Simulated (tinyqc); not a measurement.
UHF in the sto-3g basis, for H2O, spin multiplicity 1, step by step (part 2 of 2). This run ends on a higher stationary point, not on the lowest solution. Computed by tinyqc, a small Python program that keeps every step (integrals from PySCF). Command: `OMP_NUM_THREADS=1 python tinyqc.py 21786 21787 out.jsonl` (the two numbers bound the seeds that draw the settings). One thread of a shared host (Intel(R) Xeon(R) Processor @ 2.60GHz), about 0.2 s of CPU time with the checks.

Geometry (angstrom):

| atom | x | y | z |
|---|---|---|---|
| O | 0.0000 | 0.0000 | 0.0000 |
| H | 0.0000 | 1.0960 | 0.7810 |
| H | 0.0000 | -1.0960 | 0.7810 |

## Iteration 19 (converged): orbitals

converged F(alpha) (hartree), lower triangle:
```
           1O 1s    1O 2s   1O 2px   1O 2py   1O 2pz    2H 1s    3H 1s
1O 1s   -20.2837
1O 2s    -5.1667  -2.3818
1O 2px    0.0000   0.0000  -0.3914
1O 2py    0.0000   0.0000   0.0000  -0.1490
1O 2pz   -0.0195  -0.0210   0.0000   0.0000  -0.1933
2H 1s    -0.4836  -0.5212   0.0000  -0.2966  -0.2487  -0.2518
3H 1s    -0.4836  -0.5212   0.0000   0.2966  -0.2487  -0.1034  -0.2518
```

converged F(beta) (hartree), lower triangle:
```
           1O 1s    1O 2s   1O 2px   1O 2py   1O 2pz    2H 1s    3H 1s
1O 1s   -20.2837
1O 2s    -5.1667  -2.3818
1O 2px    0.0000   0.0000  -0.3914
1O 2py    0.0000   0.0000   0.0000  -0.1490
1O 2pz   -0.0195  -0.0210   0.0000   0.0000  -0.1933
2H 1s    -0.4836  -0.5212   0.0000  -0.2966  -0.2487  -0.2518
3H 1s    -0.4836  -0.5212   0.0000   0.2966  -0.2487  -0.1034  -0.2518
```

X, lower triangle:
```
          1O 1s    1O 2s  1O 2px   1O 2py   1O 2pz    2H 1s   3H 1s
1O 1s    1.0228
1O 2s   -0.1294   1.0788
1O 2px   0.0000   0.0000  1.0000
1O 2py   0.0000   0.0000  0.0000   1.0354
1O 2pz  -0.0036   0.0307  0.0000   0.0000   1.0166
2H 1s    0.0138  -0.1397  0.0000  -0.1148  -0.0758   1.0552
3H 1s    0.0138  -0.1397  0.0000   0.1148  -0.0758  -0.0291  1.0552
```

Diagonalise F' = X^T F X, C = X C', fill 5 alpha and 5 beta electrons from the bottom; D(s) = C_occ C_occ^T. Each column has its largest component positive (the first on a tie).

F' = X^T F X (alpha) (hartree), lower triangle:
```
          1        2        3        4        5        6        7
1  -19.9154
2   -2.6637  -1.4007
3    0.0000   0.0000  -0.3914
4    0.0000   0.0000   0.0000  -0.0226
5   -0.0389   0.0698   0.0000   0.0000  -0.1254
6   -0.0209  -0.2665   0.0000  -0.3047  -0.2352  -0.0599
7   -0.0209  -0.2665   0.0000   0.3047  -0.2352  -0.0291  -0.0599
```

orbital energies (alpha) (hartree): MO1 -20.2914, MO2 -1.1546, MO3 -0.4576, MO4 -0.3914, MO5 -0.3904, MO6 0.3058, MO7 0.4042

coefficients C (alpha):
```
            MO1      MO2      MO3     MO4      MO5      MO6      MO7
1O 1s    0.9948  -0.2498   0.0000  0.0000   0.0699  -0.0803   0.0000
1O 2s    0.0218   0.9556   0.0000  0.0000  -0.3497   0.4297   0.0000
1O 2px   0.0000   0.0000   0.0000  1.0000   0.0000   0.0000   0.0000
1O 2py   0.0000   0.0000   0.6134  0.0000   0.0000   0.0000   0.8498
1O 2pz   0.0018   0.0347   0.0000  0.0000   0.7291   0.7163   0.0000
2H 1s   -0.0030   0.1105   0.4640  0.0000   0.3888  -0.6233  -0.6212
3H 1s   -0.0030   0.1105  -0.4640  0.0000   0.3888  -0.6233   0.6212
```

F' = X^T F X (beta) (hartree), lower triangle:
```
          1        2        3        4        5        6        7
1  -19.9154
2   -2.6637  -1.4007
3    0.0000   0.0000  -0.3914
4    0.0000   0.0000   0.0000  -0.0226
5   -0.0389   0.0698   0.0000   0.0000  -0.1254
6   -0.0209  -0.2665   0.0000  -0.3047  -0.2352  -0.0599
7   -0.0209  -0.2665   0.0000   0.3047  -0.2352  -0.0291  -0.0599
```

orbital energies (beta) (hartree): MO1 -20.2914, MO2 -1.1546, MO3 -0.4576, MO4 -0.3914, MO5 -0.3904, MO6 0.3058, MO7 0.4042

coefficients C (beta):
```
            MO1      MO2      MO3     MO4      MO5      MO6      MO7
1O 1s    0.9948  -0.2498   0.0000  0.0000   0.0699  -0.0803   0.0000
1O 2s    0.0218   0.9556   0.0000  0.0000  -0.3497   0.4297   0.0000
1O 2px   0.0000   0.0000   0.0000  1.0000   0.0000   0.0000   0.0000
1O 2py   0.0000   0.0000   0.6134  0.0000   0.0000   0.0000   0.8498
1O 2pz   0.0018   0.0347   0.0000  0.0000   0.7291   0.7163   0.0000
2H 1s   -0.0030   0.1105   0.4640  0.0000   0.3888  -0.6233  -0.6212
3H 1s   -0.0030   0.1105  -0.4640  0.0000   0.3888  -0.6233   0.6212
```

D(alpha) after iteration 19, lower triangle:
```
          1O 1s    1O 2s  1O 2px   1O 2py  1O 2pz    2H 1s   3H 1s
1O 1s    1.0569
1O 2s   -0.2415   1.0359
1O 2px   0.0000   0.0000  1.0000
1O 2py   0.0000   0.0000  0.0000   0.3763
1O 2pz   0.0441  -0.2218  0.0000   0.0000  0.5328
2H 1s   -0.0034  -0.0305  0.0000   0.2846  0.2873   0.3787
3H 1s   -0.0034  -0.0305  0.0000  -0.2846  0.2873  -0.0519  0.3787
```

D(beta) after iteration 19, lower triangle:
```
          1O 1s    1O 2s  1O 2px   1O 2py  1O 2pz    2H 1s   3H 1s
1O 1s    1.0569
1O 2s   -0.2415   1.0359
1O 2px   0.0000   0.0000  1.0000
1O 2py   0.0000   0.0000  0.0000   0.3763
1O 2pz   0.0441  -0.2218  0.0000   0.0000  0.5328
2H 1s   -0.0034  -0.0305  0.0000   0.2846  0.2873   0.3787
3H 1s   -0.0034  -0.0305  0.0000  -0.2846  0.2873  -0.0519  0.3787
```

## Convergence

Stop when the energy changes by less than 1e-08 hartree and every element of the error matrix X^T (F D S - S D F) X (for each spin) is below 3e-05.

Course of the cycle:

| iteration | E (hartree) | change | largest element of the error matrix |
|---|---|---|---|
| 1 | -74.112182 | - | 2.41e-01 |
| 2 | -74.556090 | -4.44e-01 | 5.34e-02 |
| 3 | -74.718012 | -1.62e-01 | 2.59e-02 |
| 4 | -74.771786 | -5.38e-02 | 2.04e-02 |
| 5 | -74.790611 | -1.88e-02 | 1.48e-02 |
| 6 | -74.797502 | -6.89e-03 | 7.14e-03 |
| 7 | -74.800780 | -3.28e-03 | 2.22e-03 |
| 8 | -74.802447 | -1.67e-03 | 6.68e-04 |
| 9 | -74.803017 | -5.70e-04 | 1.98e-04 |
| 10 | -74.803194 | -1.78e-04 | 5.91e-05 |
| 11 | -74.803248 | -5.38e-05 | 1.75e-05 |
| 12 | -74.803264 | -1.62e-05 | 5.05e-06 |
| 13 | -74.803269 | -4.86e-06 | 1.49e-06 |
| 14 | -74.803270 | -1.46e-06 | 4.48e-07 |
| 15 | -74.803271 | -4.38e-07 | 1.34e-07 |
| 16 | -74.803271 | -1.31e-07 | 4.03e-08 |
| 17 | -74.803271 | -3.94e-08 | 1.21e-08 |
| 18 | -74.803271 | -1.18e-08 | 3.62e-09 |
| 19 | -74.803271 | -3.55e-09 | 1.09e-09 |

PySCF UHF in the same basis, after a stability check = -74.816655 hartree

Converged in 19 iterations. But the solution lies 0.01338 hartree above the reference: it is another stationary point, not the lowest one. Reruns (cap 100 unless said): DIIS 8: converged in 11 to a higher stationary point; damping 0.5: converged in 59 to a higher stationary point; level shift 0.5: converged in 49 to a higher stationary point; atomic densities as start, DIIS 8: converged in 8 to a higher stationary point.

## Populations, bond orders and dipole

overlap S, lower triangle:
```
         1O 1s   1O 2s  1O 2px   1O 2py  1O 2pz   2H 1s   3H 1s
1O 1s   1.0000
1O 2s   0.2367  1.0000
1O 2px  0.0000  0.0000  1.0000
1O 2py  0.0000  0.0000  0.0000   1.0000
1O 2pz  0.0000  0.0000  0.0000   0.0000  1.0000
2H 1s   0.0217  0.2602  0.0000   0.2024  0.1442  1.0000
3H 1s   0.0217  0.2602  0.0000  -0.2024  0.1442  0.0863  1.0000
```

Mulliken: Z minus the diagonal of D S on the atom; Loewdin: the same with S^(1/2) D S^(1/2); Mayer order: 2 sum_s sum (D(s) S)_ij (D(s) S)_ji over the two atoms.

Charges (e):

| atom | Mulliken | Loewdin | Mulliken spin |
|---|---|---|---|
| 1O | -0.1391 | -0.1085 | 0 |
| 2H | 0.0696 | 0.0543 | 0 |
| 3H | 0.0696 | 0.0543 | 0 |

Mayer bond orders:

| pair | order |
|---|---|
| 2-1 | 0.9876 |
| 3-1 | 0.9876 |
| 3-2 | 0.0075 |

dipole moment about the origin, x y z (debye): 0.0000  0.0000  1.1867

<S^2> of the determinant (pure state: 0) = 0.0000
